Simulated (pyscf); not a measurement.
Thermochemistry of product channels of H₃Si–GeH₃ + H atom (H•) on the doublet surface, in kJ/mol, from ωB97M-D3(BJ)/def2-TZVP energies (ideal gas, 1 atm, RRHO with modes under 100 cm⁻¹ raised to 100, one conformer, R ln 2 for rigid chiral ones). Optimised with ωB97X-D3(BJ)/def2-SVP in PySCF.

```tsv
products	ΔE	ΔH(298 K)	ΔG(298 K)	ΔG(1200 K)
H₃Si–GeH₂• + hydrogen (H₂)	-93.0	-88.5	-96.9	(withheld)
•H₂Si–GeH₃ + hydrogen (H₂)	-57.9	-54.3	-62.7	(withheld)
silyl (SiH₃•) + germylene (GeH₂) [singlet] + hydrogen (H₂)	+123.8	+115.9	+67.6	-70.0
```

Some entries are withheld; supply them.


- H₃Si–GeH₂• + hydrogen (H₂), ΔG(1200 K): -120.9
- •H₂Si–GeH₃ + hydrogen (H₂), ΔG(1200 K): -87.0

The channel to SiH₃• + GeH₂ [singlet] + H₂ turns favourable between 298 and 1200 K (ΔG from +67.6 kJ/mol to -70.0 kJ/mol).

These are energies of the channels, which say nothing of barriers. Elements up to Kr have no core potential and no relativistic terms here.
